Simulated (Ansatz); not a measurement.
Relaxation of BClH2 (4 atoms, charge 0, multiplicity 1), to a largest force component of 0.03 eV/Å in at most 50 steps.

Computed with RKS PBE0/def2-SVP (Ansatz).

```xyz
4
Properties=species:S:1:pos:R:3:forces:R:3
B 0.233 0.000 0.134 0.39 0.00 0.22
H 0.353 0.000 1.306 -0.77 0.00 0.89
H 1.307 0.000 -0.347 0.38 0.00 -1.11
Cl -1.260 0.000 -0.728 0.00 0.00 0.00
```

Task: Where does it end, and by what steps?

Result: The forces met the threshold. After 4 steps the energy has fallen by 0.152 eV; H3 moved furthest, 0.12 Å.

```csv
step,energy less start (eV),largest force component (eV/Å),accepted
0,0.0000,1.109,yes
1,-0.1389,0.548,yes
2,-0.1452,0.246,yes
3,-0.1517,0.040,yes
4,-0.1518,0.002,yes
```

```xyz
4
Properties=species:S:1:pos:R:3
B 0.288 0.000 0.166
H 0.250 0.000 1.369
H 1.311 0.000 -0.468
Cl -1.217 0.000 -0.703
```

Whether the end is a true minimum wasn't checked by a vibrational analysis.

The run took 4.2 s on 1 thread of Arm Neoverse V1 (shared host), peak memory 0.097 GiB.
